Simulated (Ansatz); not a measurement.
Density of states of NiO2 (P-3m1, a = 2.776 Å, b = 2.776 Å, c = 4.607 Å, α = 90.00°, β = 90.00°, γ = 120.00°), in states per eV and primitive cell, averaged over bins of 0.4 eV. Theory: DFT r2SCAN, scalar-relativistic, plane waves, PAW (Ansatz 0.2.0).

Settings: cutoff 500 eV, Γ-centred mesh 12×12×6 on the computed 3-atom cell, Gaussian smearing of 0.02 eV; no spin polarisation.

The cell is relaxed at this level. The states (both spins) are summed by tetrahedra on a 18×18×9 mesh at the self-consistent density. Energies are bin centres; the table starts no lower than −8 eV and ends at 6 eV, or lower where the solved bands end.

The gap is 1.47 eV at this level, with the zero inside it.

```
E − E_F (eV) total O 2p Ni 3d O 2s Ni 4s
       -7.35   0.80  0.49   0.24  0.01   0.05
       -6.95   1.34  0.82   0.43  0.02   0.06
       -6.55   3.12  1.78   1.24  0.04   0.03
       -6.15   2.81  1.53   1.20  0.03   0.03
       -5.75   3.30  1.84   1.32  0.08   0.04
       -5.35   2.76  1.66   0.94  0.07   0.07
       -4.95   1.46  0.90   0.49  0.02   0.04
       -4.55   3.55  1.85   1.55  0.08   0.04
       -4.15   3.01  1.49   1.41  0.09   0.01
       -3.75   1.97  0.92   1.01  0.01   0.01
       -3.35   1.16  0.55   0.60  0.00   0.00
       -2.95   1.40  0.71   0.66  0.01   0.00
       -2.55   4.36  1.22   3.04  0.03   0.05
       -2.15   3.84  1.78   1.94  0.06   0.04
       -1.75   3.99  2.23   1.67  0.04   0.02
       -1.35   4.24  2.51   1.67  0.02   0.01
       -0.95   1.78  1.14   0.61  0.01   0.00
       -0.55   0.09  0.05   0.04  0.00   0.00
       -0.15   0.00  0.00   0.00  0.00   0.00
        0.25   0.00  0.00   0.00  0.00   0.00
        0.65   0.11  0.05   0.06  0.01   0.00
        1.05   2.66  1.29   1.26  0.09   0.00
        1.45   4.04  2.14   1.79  0.09   0.00
        1.85   3.18  1.84   1.32  0.01   0.00
        2.25   0.02  0.01   0.01  0.00   0.00
        2.65   0.00  0.00   0.00  0.00   0.00
        3.05   0.00  0.00   0.00  0.00   0.00
        3.45   0.00  0.00   0.00  0.00   0.00
        3.85   0.00  0.00   0.00  0.00   0.00
        4.25   0.00  0.00   0.00  0.00   0.00
        4.65   0.00  0.00   0.00  0.00   0.00
        5.05   0.00  0.00   0.00  0.00   0.00
        5.45   0.00  0.00   0.00  0.00   0.00
```

The columns after the total are the Löwdin projections on the occupied valence shells of the potentials. The rest of the total lies in shells that are empty in the free atom, which aren't projected, and between the atoms.

The cell holds layers, and where no dispersion correction was added their binding is poorly described.

A ferromagnetic start lost its moments in a first run, so spin was left out; other magnetic orders weren't tried.

Whether NiO2 exists in this form wasn't checked.

Cost: 1 run of about 0.56 core-minutes, on Intel Xeon Platinum 8488C (Sapphire Rapids) (shared hosts).